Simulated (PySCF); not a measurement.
# Deuteron quadrupole couplings in `C[C@@]1(F)C=C1F`

Species: C₄H₄F₂.
Atom-mapped SMILES: `[CH3:1][C@@:2]1([F:3])[CH:4]=[C:5]1[F:6]` (hydrogens: H7, H8, H9 on C1; H10 on C4)

Structure used (PBE0-D3(BJ)/def2-SVP), in Å, numbered top down from 1:
```xyz
10
C4H4F2 angstrom
C     -1.234    0.056   -0.431
C      0.018   -0.266    0.336
F     -0.289   -1.196    1.311
C      1.399   -0.346   -0.259
C      1.147    0.612    0.584
F      1.593    1.655    1.229
H     -1.034    0.788   -1.223
H     -1.638   -0.861   -0.885
H     -2.003    0.461    0.244
H      2.049   -0.897   -0.933
```

Level: PBE0/pcSseg-1 (PySCF, non-relativistic); Q(2H) = 0.00286 b; rigid geometry, the same for H and D, with no vibrational averaging.

Question: Give the electric field gradient Vzz (the principal value of largest size), its asymmetry and the 2H coupling at each hydrogen.

Answer: 
| atom | bonded to | bond length (Å) | Vzz (au) | η | χzz (kHz) |
| --- | --- | --- | --- | --- | --- |
| H7 | C1 | 1.098 | 0.2935 | 0.04 | 197 |
| H8 | C1 | 1.100 | 0.2904 | 0.03 | 195 |
| H9 | C1 | 1.100 | 0.2906 | 0.03 | 195 |
| H10 | C4 | 1.087 | 0.3195 | 0.02 | 215 |

Question: Give the 2H NMR doublet splittings at H7 for a magnetic field along the z, y and x axes of the gradient: 3χ/2, 3χ(1 + η)/4, 3χ(1 − η)/4.

Answer: With |χ| = 197.2 kHz and η = 0.038: 296, 153 and 142 kHz, to first order and without motion.

Geometry: PBE0-D3(BJ)/def2-SVP; no solvent, vibrations or thermal averaging. With a basis this small, the couplings can be 20 % off.
